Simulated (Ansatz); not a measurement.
**Worked example: building the atomization energy of C₄H₆, singlet**

Measured: the G2/97 heats of formation, with zero-point and thermal terms from B3LYP taken off, give an electronic atomization energy of 1003.9 kcal/mol (Curtiss et al., J. Chem. Phys. 106, 1063 (1997); Staroverov et al., J. Chem. Phys. 119, 12129 (2003)). The calculation below tries to reproduce it.

Geometry (MP2(full)/6-31G*, from the G2/97 set):

```csv
atom,x (Å),y (Å),z (Å)
C,0.0000,0.0000,2.0720
C,0.0000,0.0000,0.6100
C,0.0000,0.0000,-0.6100
C,0.0000,0.0000,-2.0720
H,0.0000,1.0207,2.4646
H,-0.8839,-0.5103,2.4646
H,0.8839,-0.5103,2.4646
H,0.0000,1.0207,-2.4646
H,0.8839,-0.5103,-2.4646
H,-0.8839,-0.5103,-2.4646
```

Atomization energies (atoms less molecule, kcal/mol) from Ansatz 0.2.0, frozen cores, restricted molecule, unrestricted atoms, sets cc-pVDZ, cc-pVTZ, cc-pVQZ:

| level | DZ | TZ | QZ |
| --- | --- | --- | --- |
| HF | 739.22 | 751.66 | 752.96 |
| CCSD(T) | 931.70 | 978.80 | 992.00 |
| CCSDT | 931.35 | – | – |
| CCSDT(Q) | 932.34 | – | – |

Problem. Extrapolate Hartree–Fock with exp(−5.46 √X) and the CCSD(T) correlation part with X⁻³ (X = 3, 4), add each higher step from the largest set that has it, and compare with the measured value.

Solution. Hartree–Fock: 752.96 + (752.96 − 751.66) × 0.301 = 753.35.
Correlation: TZ 227.14, QZ 239.04; (64 × 239.04 − 27 × 227.14) / 37 = 247.72.
Full triples (DZ): 931.35 − 931.70 = -0.35.
(Q) (DZ): 932.34 − 931.35 = 0.99.
Sum: 1001.7 kcal/mol, 2.2 below the measured 1003.9.

The steps beyond CCSD(T) add 0.64 kcal/mol, while going from QZ to the limit adds 9.07. Core correlation, scalar relativity, spin–orbit terms and the relaxation from this MP2 geometry are missing from the sum, and the measured value has its own uncertainty.
